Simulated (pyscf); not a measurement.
Single points on ωB97X-D3(BJ)/def2-SVP structures (PySCF, gas phase).

### Question
PBE/def2-TZVP puts the barrier of •H₂C–CH₃ (SMILES [CH2]C) + SiH₄ (SMILES [SiH4]) → H₃C–CH₃ (SMILES CC) + SiH₃• (SMILES [SiH3]) (hydrogen abstraction; doublet surface; H–Si broken, C–H formed) at 3.0 kcal/mol and the reaction energy at -13.7 kcal/mol, from the separated reactants. What do B3LYP-D3(BJ)/def2-TZVP, PBE0-D3(BJ)/def2-TZVP, ωB97M-D3(BJ)/def2-TZVP give on the same structures?

### Answer
B3LYP-D3(BJ): ΔE‡ = 6.0 kcal/mol, ΔE = -11.2 kcal/mol; PBE0-D3(BJ): ΔE‡ = 4.8 kcal/mol, ΔE = -13.0 kcal/mol; ωB97M-D3(BJ): ΔE‡ = 8.7 kcal/mol, ΔE = -11.3 kcal/mol. PBE's barrier lies under all of them, by 1.8 to 5.6 kcal/mol. Its reaction energy lies under all of them, by 0.8 to 2.6 kcal/mol. One saddle was located; it need not be the lowest between these sides. The angle at the transferred H is 174°.
